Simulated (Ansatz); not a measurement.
# Which isomer of H4OSSi gives these data?

These gas-phase data were calculated for one isomer of H4OSSi at r2SCAN-D4/def2-TZVP (harmonic, unscaled wavenumbers; equilibrium rotational constants with average atomic masses):

- rotational constants: 15.69, 4.307, 3.558 GHz
- all wavenumbers above 1500 cm⁻¹: 3759, 2235, 2226, 2211

Candidates:

(1) `O[SiH2]S`, a singlet
(2) `OS[SiH3]`, a singlet
(3) `[SiH3]OS`, a singlet

Which structure fits?

Candidate (2). The band at 3759 cm⁻¹ lies where the O–H stretch is expected; (3) has no mode between 3300 and 4000 cm⁻¹. No mode falls between 2500 and 2800 cm⁻¹, where the S–H stretch of (1) would stand.

The same quantities for all candidates:

```tsv
	rotational constants (GHz)	wavenumbers above 1500 cm⁻¹	E above the lowest, r2SCAN-D4/def2-TZVP (kcal/mol)
(1)	18.68, 3.817, 3.377	3853, 2686, 2263, 2225	0.0
(2)	15.69, 4.307, 3.558	3759, 2235, 2226, 2211	57.6
(3)	28.34, 3.673, 3.46	2615, 2250, 2240, 2226	50.2
```

Each candidate is one conformer. Programs: Ansatz 0.2.0.
